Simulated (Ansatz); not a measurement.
We consider fcc Ni, described by r²SCANh (Ansatz, an electronic-structure program, plane waves, PAW).

Numerical settings: plane-wave cutoff 520 eV, 16×16×16 k mesh, Fermi–Dirac smearing 0.05 eV, spin-polarised with parallel moments, scalar-relativistic PAW data made under PBE.

The cell is scaled about its equilibrium volume:

```tsv
V (Å³/atom)	P (GPa)	moment (μB per cell of 1 atoms)
9.987	12.72	0.81
10.250	5.95	0.81
10.423	1.99	0.81
10.776	-4.95	0.82
11.039	-9.22	0.83
```
